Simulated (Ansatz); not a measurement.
**PF2+ (triplet): the correlation ladder, def2-QZVPP**

One table from this session's results is given with a row withheld; the runs are named, their logs left out.

Computed with Ansatz 0.2.0, Gaussian basis. Level: def2-QZVPP, core rule «outside noble gas», up to 7 orbitals frozen.

Plan: UHF; ROHF; CCSD(T) on UHF.

2 further runs of the same task are left out: 2 set aside as unsound or not needed.

## The geometry

The geometry is a PBE0/def2-TZVP stationary point (not a proven minimum) of the parent state, kept for this charge and spin.

3 atoms, charge 1, spin multiplicity 3.

Atoms are counted from 1 here; the program's logs count them from 0.

Bond lengths: F1–P2 1.584 Å, P2–F3 1.584 Å. Angles: F1–P2–F3 98.7°.

As a file:

```
F     0.0000   -0.4633    1.2022
P     0.0000    0.5683    0.0000
F     0.0000   -0.4633   -1.2022
```

Set-up of the first run:

in.yaml reads:

```yaml
crystal:
  periodic: [false, false, false]
  atoms:
    - {symbol: F, position_ang: [0.000000, -0.463276, 1.202212]}
    - {symbol: P, position_ang: [0.000000, 0.568321, 0.000000]}
    - {symbol: F, position_ang: [0.000000, -0.463276, -1.202212]}
basis:
  gaussian: {orbitals: "def2-QZVPP.json"}
total_charge: 1
magnetization: {spin_polarized: true, initial_magnetization: 2}
hamiltonian: {xc: hf}
output: {orbitals: {seedname: orbitals}}
```

Started as:

```
> ansatz run in.yaml --threads 1 --pin off --events-out ev --progress --plain --max-ram 3968MiB --backend cpu
```

Steps of the session up to this table: UHF; ROHF; CCSD(T) on UHF.

One table of the session follows, with a row left open; its other results are not shown here.

```
  method  from UCCSD(T) (meV)
    ROHF             +18421.7
     UHF             +18315.8
    UMP2               +724.8
   UCCSD                    ?
UCCSD(T)                    0
```

Q: Estimate the row for UCCSD from the others.

**Answer.** from UCCSD(T) (meV): +684.2. In the column «from UCCSD(T) (meV)» it lies between UCCSD(T) (0) and UMP2 (+724.8).
